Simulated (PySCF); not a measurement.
# C2H5ClO: a look at the electrons

Aim: take C2H5ClO and find what binds its two fragments and compute its lowest excited states.

Computed with PySCF 2.14.0. Level: levels as typed in each script, gas phase, geometry from GFN2-xTB.

### 1 Where the work starts

SMILES `C=O.CCl`, 9 atoms, charge 0, spin multiplicity 1.

Bond lengths: C1–O2 1.200 Å, C1–H3 1.101 Å, C1–H4 1.101 Å, C5–Cl6 1.769 Å, C5–H7 1.085 Å, C5–H8 1.085 Å, C5–H9 1.090 Å. Angles: O2–C1–H3 122.6°, O2–C1–H4 122.7°, H3–C1–H4 114.6°, Cl6–C5–H7 108.3°, Cl6–C5–H8 108.3°, Cl6–C5–H9 107.4°, H7–C5–H8 111.0°, H7–C5–H9 110.8°, H8–C5–H9 110.9°.

Coordinates:

```xyz
9
C2H5ClO
C     1.6808   -0.4759    0.0007
O     1.7561    0.7221   -0.0007
H     1.6833   -1.0721   -0.9251
H     1.6806   -1.0702    0.9277
C    -1.2076    1.0777    0.0003
Cl   -0.9712   -0.6753   -0.0003
H    -1.7387    1.3501    0.9070
H    -1.7818    1.3447   -0.8813
H    -0.2206    1.5391   -0.0239
```

### 2 Binding of the two fragments (PBE/def2-svpd)

input.py

```python
import numpy as np
from pyscf import gto, scf, dft
from pyscf.scf import atom_ks, atom_hf
from scipy.linalg import block_diag
from pyscf.dispersion import dftd3

def solve(mol, dm0=None, hcore=None):
    mf = (dft.UKS if mol.spin else dft.RKS)(mol, xc='pbe')
    mf.grids.level = 3
    mf = mf.density_fit(auxbasis='def2-universal-jkfit')
    mf.conv_tol, mf.max_cycle = 1e-8, 80
    if hcore is not None:
        mf.get_hcore = lambda *args: hcore
    mf.kernel(dm0)
    if not mf.converged:
        mf = mf.newton().run(mf.mo_coeff, mf.mo_occ, max_cycle=30)
    assert mf.converged, 'SCF not converged'
    return mf

mol = gto.M(atom='''
C      1.68083    -0.47592     0.00073
O      1.75613     0.72215    -0.00074
H      1.68328    -1.07206    -0.92509
H      1.68063    -1.07018     0.92770
C     -1.20763     1.07775     0.00029
Cl    -0.97123    -0.67528    -0.00027
H     -1.73868     1.35010     0.90696
H     -1.78181     1.34475    -0.88133
H     -0.22064     1.53906    -0.02394
''', basis='def2-svpd', charge=0, spin=0, verbose=4)
mol_a = gto.M(atom='''
C      1.68083    -0.47592     0.00073
O      1.75613     0.72215    -0.00074
H      1.68328    -1.07206    -0.92509
H      1.68063    -1.07018     0.92770
ghost-C     -1.20763     1.07775     0.00029
ghost-Cl    -0.97123    -0.67528    -0.00027
ghost-H     -1.73868     1.35010     0.90696
ghost-H     -1.78181     1.34475    -0.88133
ghost-H     -0.22064     1.53906    -0.02394
''', basis='def2-svpd', charge=0, spin=0, verbose=4)
mol_b = gto.M(atom='''
ghost-C      1.68083    -0.47592     0.00073
ghost-O      1.75613     0.72215    -0.00074
ghost-H      1.68328    -1.07206    -0.92509
ghost-H      1.68063    -1.07018     0.92770
C     -1.20763     1.07775     0.00029
Cl    -0.97123    -0.67528    -0.00027
H     -1.73868     1.35010     0.90696
H     -1.78181     1.34475    -0.88133
H     -0.22064     1.53906    -0.02394
''', basis='def2-svpd', charge=0, spin=0, verbose=4)
ab, a, b = solve(mol), solve(mol_a), solve(mol_b)
e_int = ab.e_tot - a.e_tot - b.e_tot
print('counterpoise-corrected interaction energy / kcal/mol', e_int * 627.5095)
def disp(atoms, charge):
    m = gto.M(atom=atoms, charge=charge, basis='sto-3g', spin=None, unit='Bohr', verbose=0)
    return dftd3.DFTD3Dispersion(m, xc='pbe', version='d3bj').get_dispersion()['energy']
e_disp = disp(mol._atom, mol.charge) - disp(mol._atom[:4], mol_a.charge) - disp(mol._atom[4:], mol_b.charge)
print('D3(BJ) part / kcal/mol', e_disp * 627.5095)
# spherically averaged free atoms, for the promolecule
atm = atom_ks.get_atm_nrks(mol, xc='pbe')
pro = block_diag(*[(atm[a[0]][2] * atm[a[0]][3]) @ atm[a[0]][2].T for a in mol._atom])
np.savez('result.npz', e_int=e_int, e_disp=e_disp, dm_a=a.make_rdm1(), dm_b=b.make_rdm1(), c=ab.mo_coeff, occ=ab.mo_occ, eps=ab.mo_energy, pro=pro, d=[f.dip_moment(verbose=0) for f in (ab, a, b)])
```

Launch:

```
OMP_NUM_THREADS=1 python input.py
```

### 4 Excited states (M06-2X/def2-svp)

input.py

```python
import numpy as np
from pyscf import gto, scf, dft, tdscf
from pyscf.scf import atom_ks, atom_hf
from scipy.linalg import block_diag

def solve(mol, dm0=None, hcore=None):
    mf = (dft.UKS if mol.spin else dft.RKS)(mol, xc='m062x')
    mf.grids.level = 3
    mf = mf.density_fit(auxbasis='def2-universal-jkfit')
    mf.conv_tol, mf.max_cycle = 1e-8, 80
    if hcore is not None:
        mf.get_hcore = lambda *args: hcore
    mf.kernel(dm0)
    if not mf.converged:
        mf = mf.newton().run(mf.mo_coeff, mf.mo_occ, max_cycle=30)
    assert mf.converged, 'SCF not converged'
    return mf

mol = gto.M(atom='''
C      1.68083    -0.47592     0.00073
O      1.75613     0.72215    -0.00074
H      1.68328    -1.07206    -0.92509
H      1.68063    -1.07018     0.92770
C     -1.20763     1.07775     0.00029
Cl    -0.97123    -0.67528    -0.00027
H     -1.73868     1.35010     0.90696
H     -1.78181     1.34475    -0.88133
H     -0.22064     1.53906    -0.02394
''', basis='def2-svp', charge=0, spin=0, verbose=4)
mf = solve(mol)
td = mf.TDA()
td.nstates, td.singlet, td.conv_tol = 5, True, 1e-5
td.kernel()
td.analyze()
x, y = np.array([p[0] for p in td.xy]), np.array([p[1] + 0 * p[0] for p in td.xy])
f, mu = td.oscillator_strength(), td.transition_dipole()
nto = [td.get_nto(state=i + 1, verbose=4) for i in range(len(td.e))]
# spherically averaged free atoms, for the promolecule
atm = atom_ks.get_atm_nrks(mol, xc='m062x')
pro = block_diag(*[(atm[a[0]][2] * atm[a[0]][3]) @ atm[a[0]][2].T for a in mol._atom])
np.savez('result.npz', e=td.e, f=f, ok=td.converged, w=[n[0] for n in nto], nto=[n[1] for n in nto], x=x, y=y, c=mf.mo_coeff, occ=mf.mo_occ, eps=mf.mo_energy, pro=pro, mu=mu)
```

(Steps that only read results are left out.)

What does the calculation give? Wanted: interaction energy, counterpoise; lowest singlet excitation.

**Answer**, as computed:

| quantity | value |
| --- | --- |
| interaction energy, counterpoise (PBE/def2-svpd) | +0.3 kcal/mol |
| lowest singlet excitation (M06-2X/def2-svp) | 4.16 eV |

What this shows: The counterpoise-corrected interaction energy of the frozen fragments is +0.3 kcal/mol without dispersion correction and −1.4 kcal/mol with D3(BJ). The pair geometry is semi-empirical, not a minimum at this level. The geometry was not optimised at these levels.
